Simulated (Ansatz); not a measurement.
# Relaxing Na2ReP2

Computed with DFT PBE, scalar-relativistic, plane waves, PAW in Ansatz. Cutoff 420 eV, Γ-centred k mesh, Gaussian smearing, no spin polarisation in the final step.

The start puts Na2ReP2 on the ThCr2Si2 structure type (I4/mmm, No. 139), with Re in place of Th, Na in place of Cr, P in place of Si, at a guessed volume.

```
Na Re P
1.0
    -2.03486    2.03486    5.33899
     2.03486   -2.03486    5.33899
     2.03486    2.03486   -5.33899
Na Re P
2 1 2
Direct
  0.25000 0.75000 0.50000
  0.75000 0.25000 0.50000
  0.00000 0.00000 0.00000
  0.62600 0.62600 0.00000
  0.37400 0.37400 0.00000
```

Cell and atoms relax at zero pressure; the relaxation can't lower the symmetry of the start. After a coarse first stage the cell is made exact in the group found at 0.06 Å.

Energies over the elements count from the elements' standard structures at the same level, with no empirical corrections.

Describe the relaxed structure.

It keeps I4/mmm (No. 139), but not the shape of the type it started on. Conventional cell: a = 3.390 Å, c = 13.562 Å. Na is coordinated by 4 Na at 2.40 Å and 4 P at 2.79 Å; around Re lie 8 P at 2.67 Å; P is coordinated by 1 P at 2.36 Å, 4 Re at 2.67 Å and 4 Na at 2.79 Å.

```cif
data_structure
_symmetry_space_group_name_H-M 'I4/mmm'
_symmetry_Int_Tables_number 139
_cell_length_a 3.3904
_cell_length_b 3.3904
_cell_length_c 13.5623
_cell_angle_alpha 90.000
_cell_angle_beta 90.000
_cell_angle_gamma 90.000
_cell_volume 155.89
loop_
_atom_site_label
_atom_site_type_symbol
_atom_site_symmetry_multiplicity
_atom_site_Wyckoff_symbol
_atom_site_fract_x
_atom_site_fract_y
_atom_site_fract_z
_atom_site_occupancy
Na1 Na 4 d 0.50000 0.00000 0.25000 1
Re1 Re 2 a 0.00000 0.00000 0.00000 1
P1 P 4 e 0.50000 0.50000 0.08691 1
```

What are its volume, energy, density and gap?

The volume per atom is 15.59 Å³ and the density is 6.27 g/cm³. The energy over the elements is 0.49 eV/atom and the gap on the 16×16×16 mesh is 0 eV (a metal).

The final run used a 16×16×16 mesh on its 5-atom cell and 0.10 eV smearing. The k mesh leaves about 4 meV/atom of noise in metals. Spin–orbit coupling is left out. Symmetry constrained the relaxation, so the result can be a saddle point. The steps took of the order of 8 core-minutes in all.